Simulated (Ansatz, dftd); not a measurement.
Reaction: CH6Si (methylsilane, SMILES C[SiH3]) → CH5Si (SMILES C[SiH2], doublet) + H (doublet) (the H-Si bond breaks)
Each species at its own B3LYP-D3(BJ)/def2-TZVP minimum (Ansatz, a program for electronic structure).

Quantity: bond dissociation energy (electronic), in kJ/mol. Open shells are spin-unrestricted; no spin-orbit coupling. Cores are frozen in correlated methods. Rows without X2C or -DK are non-relativistic. CBS(X,Y): correlation extrapolated as X^-3, Hartree-Fock from the larger set (Q,5: extrapolated as (X+1)exp(-9√X)). A bracket is a step between two methods taken in the basis named. The functionals are non-relativistic, so their misses hold any scalar relativity. Double hybrids freeze cores in their MP2 part. 'core' is core correlation in cc-pwCVTZ (1s frozen past Ne), 'X2C' scalar relativity in cc-pVTZ-DK, both at CCSD(T). Where a partner has so few electrons that a lower coupled-cluster level is exact, that level stands in.

Compared with CCSD(T)/CBS(cc-pV(Q+d)Z,cc-pV(5+d)Z) + [CCSDT(Q) - CCSD(T)]/cc-pV(D+d)Z + core + X2C (Ansatz): 407.6 kJ/mol.

Costs are rough ratios of core time, to one figure, on one kind of shared machine, summed over the single points of the molecules; atoms, geometries and frequencies are left out. The first row took roughly 8 core seconds; short runs hold start-up time.

```csv
level,program,cost relative to the first row,difference (kJ/mol)
PBE/def2-TZVPD,Ansatz,1,-25.7
r2SCAN-D4/def2-TZVPD,Ansatz + dftd4,2,-20.2
B2GP-PLYP-D4/def2-TZVPD,Ansatz + dftd4,2,-9.1
wB97M-V/def2-TZVPD,Ansatz,3,1.9
wB97X-V/def2-TZVPD,Ansatz,3,0.5
CCSD(T)/cc-pV(T+d)Z,Ansatz,7,-5.6
```

The dearest row costs roughly 7 times the first. Costs within a factor of two don't rank. The table holds for this case alone.
